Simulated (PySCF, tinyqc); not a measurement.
RKS/exchange-only LDA in the sto-3g basis, for LiH, spin multiplicity 1, step by step. The lowest restricted solution is unstable here: a spin-polarised one lies 0.0188 hartree lower (PySCF). Computed by tinyqc, a small Python program that keeps every step (integrals from PySCF). Settings: charge = 0, multiplicity = 1, basis = sto-3g, energy threshold = 1e-10, iteration cap = 57, orthogonalisation = symmetric, start = core, DIIS depth = 6, shift = 1.0, method = RKS, functional = Slater exchange alone, grid = [30, 14]. Command: `OMP_NUM_THREADS=1 python tinyqc.py 26439 26440 out.jsonl` (the two numbers bound the seeds that draw the settings). One thread of a shared host (Intel(R) Xeon(R) Processor @ 2.60GHz), about 0.3 s of CPU time with the checks.

Geometry (angstrom):
```
atom,x,y,z
Li,0.0000,0.0000,0.0000
H,0.0000,0.0000,2.9180
```

Stop when the energy changes by less than 1e-10 hartree and every element of the error matrix X^T (F D S - S D F) X is below 3e-06.

Course of the cycle:
```
iteration,E (hartree),change,largest element of the error matrix
1,-7.221373,-,2.51e-01
2,-7.378977,-1.58e-01,2.27e-01
3,-7.429854,-5.09e-02,1.75e-01
4,-7.446139,-1.63e-02,1.50e-01
5,-7.457871,-1.17e-02,1.26e-01
6,-7.462887,-5.02e-03,1.16e-01
7,-7.462968,-8.06e-05,1.20e-01
8,-7.465199,-2.23e-03,1.16e-01
9,-7.469993,-4.79e-03,1.00e-01
10,-7.473304,-3.31e-03,8.72e-02
11,-7.475941,-2.64e-03,7.47e-02
12,-7.477840,-1.90e-03,6.39e-02
13,-7.479014,-1.17e-03,5.62e-02
14,-7.480134,-1.12e-03,4.71e-02
...,...,...,...
44,-7.482729,-1.75e-07,1.02e-03
45,-7.482729,-1.43e-07,9.39e-04
46,-7.482730,-1.19e-07,8.70e-04
47,-7.482730,-9.89e-08,8.08e-04
48,-7.482730,-8.33e-08,7.53e-04
49,-7.482730,-7.04e-08,7.03e-04
50,-7.482730,-5.99e-08,6.57e-04
51,-7.482730,-5.14e-08,6.16e-04
52,-7.482730,-4.43e-08,5.79e-04
53,-7.482730,-3.84e-08,5.45e-04
54,-7.482730,-3.35e-08,5.13e-04
55,-7.482730,-2.94e-08,4.84e-04
56,-7.482730,-2.58e-08,4.58e-04
57,-7.482730,-2.28e-08,4.33e-04
```

Can the last value be used, and what does the course show?

Not by the stop rule, although the second column moves by less than 1e-07 over the last three steps. Not converged within the cap of 57 iterations: the residual falls steadily but slowly, by a factor of about 0.94 a step. Reruns (cap 100 unless said): DIIS 8: converged in 16; damping 0.5: not converged; level shift 0.5: converged in 44; atomic densities as start, DIIS 8: converged in 9; the original settings with a cap of 400: converged in 165. PySCF RKS in the same basis, fine grid = -7.475064 hartree, which differs from a converged run on this coarse grid by the grid error.
